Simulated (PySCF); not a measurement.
Orbital picture of MgH

LC-ωPBE at R = 1.745 Å; Mg pcseg-2, H pcseg-2; no relativity (PySCF 2.14). State: ²Σ⁺ (doublet), unpaired electrons σ ↑. Only the outer orbitals are listed, counted within each symmetry.

| spin | orbital | occ. | ε (eV) | on Mg (%) | main shells (%) |
| --- | --- | --- | --- | --- | --- |
| α | 1π | 1 | -53.12 | 100 | 100 Mg p |
| α | 1π | 1 | -53.12 | 100 | 100 Mg p |
| α | 3σ | 1 | -52.94 | 100 | 100 Mg p |
| α | 4σ | 1 | -11.06 | 33 | 66 H s, 31 Mg s |
| α | 5σ | 1 | -7.18 | 88 | 48 Mg s, 40 Mg p, 12 H s |
| α | 2π | 0 | 0.80 | 100 | 100 Mg p |
| α | 2π | 0 | 0.80 | 100 | 100 Mg p |
| β | 1π | 1 | -53.05 | 100 | 100 Mg p |
| β | 1π | 1 | -53.05 | 100 | 100 Mg p |
| β | 3σ | 1 | -52.84 | 100 | 100 Mg p |
| β | 4σ | 1 | -10.21 | 41 | 58 H s, 31 Mg s, 9 Mg p |
| β | 5σ | 0 | -0.27 | 92 | 71 Mg s, 20 Mg p, 8 H s |
| β | 2π | 0 | 1.36 | 100 | 100 Mg p |
| β | 2π | 0 | 1.36 | 100 | 100 Mg p |

**Question.** Which are the highest filled and the lowest empty level, where do they sit, and how wide is the gap?

**Answer.** Highest filled α 5σ at -7.18 eV (in %: 48 Mg s, 40 Mg p, 12 H s); lowest empty β 5σ at -0.27 eV (in %: 71 Mg s, 20 Mg p, 8 H s); the gap at LC-ωPBE is 6.91 eV.

```
bond order (Mayer)                              : 0.83
⟨S²⟩                                            : 0.756
charge on Mg (Mulliken, basis-dependent)        : 0.37
charge on Mg (Löwdin, basis-dependent)          : 0.32
dipole moment (positive dipole means Mg(−)H(+)) : -1.37 D
```

The state is the lowest determinant that a PBE0 search found; another state may lie lower at other levels.
